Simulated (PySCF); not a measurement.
Compound: thiophene, C4H4S.
Bonds: C1–C2 (aromatic), C2–C3 (aromatic), C3–S4 (aromatic), S4–C5 (aromatic), C1–C5 (aromatic). Hydrogens: H6 on C1; H7 on C2; H8 on C3; H9 on C5.

Level of theory: CAM-B3LYP/6-31+G* geometry optimisation, gas phase (PySCF 2.14.0).

**Question.** List the bond lengths and angles at this level.

**Answer.** 
| bond | length (Å) | order |
| --- | --- | --- |
| C1–C2 | 1.429 | aromatic |
| C3–S4, S4–C5 | 1.723 | aromatic |
| C1–C5, C2–C3 | 1.364 | aromatic |
| C1–H6, C2–H7 | 1.084 | single |
| C3–H8, C5–H9 | 1.082 | single |

Bonds in one row agree within 0.01 Å and their mean is given. Orders are formal, as drawn. A selection of angles:
| angle | degrees |
| --- | --- |
| C2–C1–C5 | 112.5 |
| C2–C1–H6 | 124.1 |
| C5–C1–H6 | 123.5 |
| C2–C3–S4 | 111.7 |
| C2–C3–H8 | 128.0 |
| S4–C3–H8 | 120.3 |
| C3–S4–C5 | 91.6 |

The 5-membered ring C1–C2–C3–S4–C5 has internal angles of 91.6° to 112.5° (sum 540°, against 540° for a flat polygon); it is planar, 0.00 Å rms from its mean plane, widest ring torsion 0°. The 5 heavy atoms lie in one plane (0.000 Å rms). The 3 C–C bonds span 1.364 Å (C1–C5, aromatic) to 1.429 Å (C1–C2, aromatic), a spread of 0.065 Å.

Point group: C2v (tolerance 0.08 Å). No frequency check.

Hardware: one thread, Arm Neoverse V1 (aarch64), no GPU, on a shared host. Cost: 15 s, 0.50 GiB resident at most. This is the geometry optimisation.
